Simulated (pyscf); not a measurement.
Single points on ωB97X-D3(BJ)/def2-SVP structures (PySCF, gas phase).

For F–Sn(F)(F)–F + hydrogen chloride (HCl) → F–Sn(F)(F)–Cl + hydrogen fluoride (HF), a four-centre exchange (singlet surface; F–Sn, Cl–H broken, Cl–Sn, F–H formed), PBE/def2-TZVP gives ΔE‡ = -0.01 eV and ΔE = -0.37 eV (zero: the separated reactants). In which direction and how far do r²SCAN/def2-TZVP, PBE0-D3(BJ)/def2-TZVP, ωB97M-D3(BJ)/def2-TZVP move these?

r²SCAN: ΔE‡ = -0.05 eV, ΔE = -0.38 eV; PBE0-D3(BJ): ΔE‡ = 0.04 eV, ΔE = -0.48 eV; ωB97M-D3(BJ): ΔE‡ = 0.19 eV, ΔE = -0.40 eV. PBE's barrier lies among them. Its reaction energy lies over all of them, by 0.01 to 0.10 eV. On the reactant side the descent ends in an adduct with a Cl–Sn contact, 0.31 eV under the separated species and 0.37 eV under the saddle at ωB97X-D3(BJ)/def2-TZVP. On the product side the descent ends in an adduct with a F–Sn contact, 0.24 eV under the separated species and 0.81 eV under the saddle at ωB97X-D3(BJ)/def2-TZVP. At PBE, r²SCAN the saddle lies under the separated reactants, which points to a path from their complex (located at ωB97X-D3(BJ) alone). What is counted as formed (Cl–Sn) is already present as a longer contact in the reactant adduct; forming that adduct is a step of its own. What is counted as broken (F–Sn) persists as a longer contact in the product adduct; parting that adduct is a step of its own. At ωB97X-D3(BJ)/def2-TZVP the barrier from the zero used here is 0.06 eV. This is the saddle that the search found; another between the same sides may lie lower. Elements past Kr carry the def2 core potentials, without spin-orbit coupling.
